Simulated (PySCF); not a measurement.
Working with the constants of LiN

r²SCAN constants of LiN, ³Σ⁻ (triplet), unpaired electrons π ↑↑ (basis Li 6-31G(d,p), N 6-31G(d,p); no relativity; PySCF 2.14; masses 7.0160 and 14.0031 u):

* ωe: 597.1 cm⁻¹
* ωexe: 6.78 cm⁻¹
* Be: 0.97584 cm⁻¹
* αe: 0.0186 cm⁻¹
* De to Li + N: 1.46 eV

(1) What force constant and bond length do these constants imply?

(2) Estimate the centrifugal constant D from the Kratzer relation and find the Dunham coefficient a1.

The state was picked by a PBE0 search and need not be the measured ground state.

## Answers

(1) Reduced mass μred = 4.6741 u; k = 5.8918×10⁻⁷·μred·ωe² (u, cm⁻¹, mdyn/Å) = 0.982 mdyn/Å; Re = √(16.8576/(μred·Be)) (u, cm⁻¹, Å) = 1.922 Å.

(2) D = 4Be³/ωe² = 1.04e-05 cm⁻¹; a1 = −1 − αeωe/(6Be²) = -2.94.
